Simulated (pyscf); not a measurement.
propane (H₃C–CH₂–CH₃) + Cl atom (Cl•) → H₃C–CH•–CH₃ + hydrogen chloride (HCl) (hydrogen abstraction; doublet surface; C–H broken, Cl–H formed). Structures and frequencies: ωB97X-D3(BJ)/def2-SVP in PySCF. Energies in kcal/mol from the separated reactants.

```csv
level,barrier,reaction energy
ωB97X-D3(BJ)/def2-TZVP,-3.9,-0.5
r²SCAN/def2-TZVP,…,…
B3LYP-D3(BJ)/def2-TZVP,-6.9,-1.3
PBE0-D3(BJ)/def2-TZVP,…,-3.0
M06-2X/def2-TZVP,-3.2,-0.3
HF/def2-TZVP,15.1,+4.2
```

### Question
Fill in the missing entries.

### Answer

- r²SCAN/def2-TZVP, barrier: -11.4
- r²SCAN/def2-TZVP, reaction energy: -6.0
- PBE0-D3(BJ)/def2-TZVP, barrier: -8.6

On the product side the descent ends in a complex, 5.3 kcal/mol under the separated species and 2.0 kcal/mol under the saddle at ωB97X-D3(BJ)/def2-TZVP. At ωB97X-D3(BJ), M06-2X the saddle lies under the separated reactants, which points to a path from their complex (located at ωB97X-D3(BJ) alone). At r²SCAN, B3LYP-D3(BJ), PBE0-D3(BJ) this geometry lies under the reactants; that is no barrier but a single point on another level's saddle; such a level's own saddle, if it has one, lies nearer that side and is low. At ωB97X-D3(BJ), r²SCAN, B3LYP-D3(BJ), PBE0-D3(BJ), M06-2X the saddle lies under the separated products, which points to a path from their complex (located at ωB97X-D3(BJ) alone). This is the saddle that the search found; another between the same sides may lie lower. The angle at the transferred H is 170°. Left out: the spin-orbit lowering of Cl.
